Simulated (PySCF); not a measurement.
## Orbital picture of BC

PBE0 at R = 1.481 Å; PySCF, no relativity, basis sets B def2-TZVP, C def2-TZVP. State: ⁴Σ⁻ (quartet), unpaired electrons σ ↑, π ↑↑. Only the outer orbitals are listed, counted within each symmetry.

```tsv
spin	orbital	occ.	ε (eV)	on B (%)	main shells (%)
α	3σ	1	-19.76	35	57 C s, 24 B s, 10 B p
α	4σ	1	-10.72	58	51 B s, 23 C s, 18 C p
α	1π	1	-8.75	38	61 C p, 36 B p
α	1π	1	-8.75	38	61 C p, 36 B p
α	5σ	1	-8.16	53	37 C p, 37 B p, 16 B s
α	2π	0	-1.15	68	66 B p, 31 C p
α	2π	0	-1.15	68	66 B p, 31 C p
β	3σ	1	-16.84	38	55 C s, 25 B s, 11 B p
β	4σ	1	-8.09	33	36 C p, 31 B s, 30 C s
β	1π	0	-4.01	47	52 C p, 46 B p
β	1π	0	-4.01	47	52 C p, 46 B p
β	5σ	0	-3.66	81	44 B s, 37 B p, 18 C p
```

Task: Which are the highest filled and the lowest empty level, where do they sit, and how wide is the gap?

Result: Highest filled β 4σ at -8.09 eV (in %: 36 C p, 31 B s, 30 C s); lowest empty β 1π at -4.01 eV (in %: 52 C p, 46 B p); the gap at PBE0 is 4.08 eV.

```json
{
  "bond order (Mayer)": "2.00",
  "⟨S²⟩": "3.754",
  "charge on B (Mulliken, basis-dependent)": "0.07",
  "charge on B (Löwdin, basis-dependent)": "-0.05",
  "dipole moment (positive dipole means B(−)C(+))": "-1.50 D",
  "polarisability along the bond": "53.2 bohr³",
  "polarisability across the bond": "20.5 bohr³"
}
```

The state was picked by a PBE0 search and need not be the measured ground state.
